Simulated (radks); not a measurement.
**S²⁻ held by a Watson sphere**

One table from this session's results is given with a row withheld; the runs are named, their logs left out.

The numbers are computed with radks (a radial shooting solver on a logarithmic mesh, Libxc functionals) version 1 (scalar-relativistic Kohn-Sham, LB94 model potential, spin-polarised, spherical densities, point nucleus), except any that are marked as measured or tabulated.

### The system

| Item | Value |
| --- | --- |
| element | sulfur (Z = 16) |
| charge | -2 |
| electrons | 18 |
| configuration | [Ar] |

The outer shells:

S²⁻
```
[Ne] core
3s [↑↓]
3p [↑↓][↑↓][↑↓]
```

LB94 adds a gradient term to the LDA potential that gives it a −1/r tail. It is a model potential with no energy functional, so Etot and Exc are not given.

The first run:

Input:

```text
Z 16
configuration [Ar]
relativity scalar-relativistic
functional lda,pw
model_potential LB94
spin polarised
nucleus point
c 137.035999084
watson charge 2 radius 2.01 bohr
response adiabatic LDA kernel
```

Run with:

```bash
> python run_ks.py task.json out
```

This one command runs every case of the session in turn.

Among the steps run: R = 2.01 bohr; R = 2.11 bohr; R = 2.98 bohr; R = 3.16 bohr; R = 3.44 bohr; R = 3.6 bohr; R = 3.91 bohr; R = 4.01 bohr; R = 4.52 bohr.

One of the session's tables, all rows but one given; the rest of the session is left out.

| R (bohr) | highest level (eV) | its <r> (bohr) | sum of <r²> (bohr²) | α (bohr³) |
| --- | --- | --- | --- | --- |
| 2.01 | -12.873 | 2.075 | 39.65 | 23.41 |
| 2.11 | -12.604 | 2.102 | 40.57 | 24.76 |
| 2.98 | -10.287 | 2.299 | 47.91 | 40.13 |
| 3.16 | -9.844 | 2.333 | 49.25 | 44.12 |
| 3.44 | -9.191 | 2.380 | 51.23 | 50.89 |
| 3.6 | -8.839 | 2.405 | 52.30 | 55.05 |
| 3.91 | ? | ? | ? | ? |
| 4.01 | -8.002 | 2.461 | 54.86 | 66.74 |
| 4.52 | -7.089 | 2.519 | 57.74 | 83.33 |

**Question.** Estimate the row for R (bohr) = 3.91.

Worked estimate for «highest level (eV)». A straight line through the neighbours (3.6, -8.839) and (4.01, -8.002) gives -8.839 + (-8.002 + 8.839) × (3.91 − 3.6) / (4.01 − 3.6) = -8.206; a parabola fitted to 4 rows on both sides gives -8.198.

**Answer.** highest level (eV): -8.198; its <r> (bohr): 2.448; sum of <r²> (bohr²): 54.26; α (bohr³): 63.75. In «highest level (eV)» the line misses by -0.008 and the parabola by 0.000.

From R = 2.01 to 4.52 bohr the top level moves from -12.873 to -7.089 eV and its mean radius from 2.08 to 2.52 bohr. A wider sphere makes a shallower well, so the ion swells.
